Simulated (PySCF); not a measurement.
Converging SiP in the basis (PBE0)

PySCF, UKS reference; doublet, unpaired electrons π ↑; De to Si + P without counterpoise correction.

```csv
basis,relativity,functions,Re (Å),ωe (cm⁻¹),De (eV),μ (D)
x2c-SVPall,spin-free X2C,36,2.078,640,3.56,-0.79
cc-pV(D+d)Z,no relativity,46,2.076,640,3.59,-0.86
aug-pcseg-1,no relativity,54,2.080,633,3.57,-0.92
def2-TZVP,no relativity,74,2.070,641,3.69,-0.94
def2-TZVPP,no relativity,84,2.070,641,3.69,-0.94
def2-TZVPPD,no relativity,96,2.069,642,3.71,-0.91
```

Task: How does each smaller set differ from the one with most functions, def2-TZVPPD?

Result: x2c-SVPall: +0.9 pm, -0.3 % in ωe, -0.15 eV in De; cc-pV(D+d)Z: +0.7 pm, -0.3 % in ωe, -0.12 eV in De; aug-pcseg-1: +1.1 pm, -1.4 % in ωe, -0.14 eV in De; def2-TZVP: +0.1 pm, -0.2 % in ωe, -0.02 eV in De; def2-TZVPP: +0.1 pm, -0.2 % in ωe, -0.02 eV in De. All at PBE0; the set with most functions is neither the basis-set limit nor always the best. The rows treat relativity differently, so the differences are not basis effects alone.

A positive dipole means Si(−)P(+). The state is the lowest determinant that a PBE0 search found; another state may lie lower at other levels.
